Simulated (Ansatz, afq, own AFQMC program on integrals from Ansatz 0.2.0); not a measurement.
**H3S⁺, triplet: AFQMC among the cluster methods**

```xyz
4

S     0.0000   -0.0392   -0.1038
H     0.0000    1.3182   -0.1038
H     0.0000   -0.0328    5.0302
H     0.0000   -0.0373   -1.6239
```

Basis 6-31G. Only valence electrons are correlated. Ansatz 0.2.0 and our own AFQMC program on the same integrals; the CISD trial comes from CCSD amplitudes, and released means the phaseless constraint is let go. Error bars are statistical, one sigma.

Determinant: UHF, the one that the program's search chose, which needn't be the lowest solution. The geometry is a point of a scan.

Full CI on the same integrals is exact in this basis and with this determinant's frozen core.

Cautions: lower spins were not checked.

The T1 diagnostic is 0.0114. The weight of the determinant in the CISD state is 0.949. The ⟨S²⟩ of the determinant is 2.015. The size of the correlated space is 8 electrons in 14 orbitals.

Reference: full CI, correlation energy -1.833 eV. The released energy is read at 2.40 1/Eh (meV from the phaseless value at times in 1/Eh: 0.4 ± 0.4 at 0.24, 0.8 ± 0.3 at 0.51, 0.1 ± 0.3 at 0.99, 0.8 ± 0.4 at 1.62, 0.2 ± 0.4 at 2.40).

| level | E − E(reference) (kJ/mol) | share of correlation (%) |
| --- | --- | --- |
| HF | 176.9 | 0.00 |
| MP2 | 48.0 | 72.88 |
| CCSD | 1.6 | 99.10 |
| CCSD(T) | 0.4 | 99.77 |
| CCSDT | 0.1 | 99.94 |
| CCSDT(Q) | 0.0 | 99.99 |
| CCSDTQ | 0.0 | 100.00 |
| ph-AFQMC/HF | 0.3 ± 1.9 | 99.84 |
| ph-AFQMC/CISD | 0.0 ± 0.04 | 100.02 |
| released AFQMC | 0.0 ± 0.03 | 100.00 |

CCSDT and higher add their correlation energy to the determinant of the CCSD(T) run, since their own runs factorise the integrals more tightly (a shift of under 2 meV). A walk keeps the symmetry of its determinant, which the program's search chose and which needn't be the lowest solution, so a lower state of the same spin and another symmetry isn't excluded. Released energies are given only where the last usable release times agree within the noise; a slower fall can still hide under it.
